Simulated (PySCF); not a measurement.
Gas-phase reaction: SiH2(NH2)2 ⇌ N2H2 + SiH4

Computed with PySCF and rigid-rotor harmonic-oscillator thermochemistry at 1 bar. † marks an energy on the PBE0/def2-TZVP geometry and frequencies. MP2 freezes the core. All species are closed-shell singlets. SiH2(NH2)2: computed as isolated molecules; such fragments, hydroxides, amides, oligomers or adducts are transient or little studied in the gas. MP2 isn't extrapolated to the basis-set limit.

PBE/def2-TZVP† gives ΔH°(298 K) = 353 kJ.

### Question
What do ωB97X-V/def2-TZVP†, M06-2X/def2-TZVP†, MP2/def2-TZVPP† give?

### Answer
ωB97X-V/def2-TZVP†: 370 kJ; M06-2X/def2-TZVP†: 394 kJ; MP2/def2-TZVPP†: 398 kJ. For scale, ΔH°(298 K) is 353 kJ at this level, 378 kJ at ωB97M-V/def2-TZVP†, and runs from 311 to 414 kJ over the 20 levels computed.
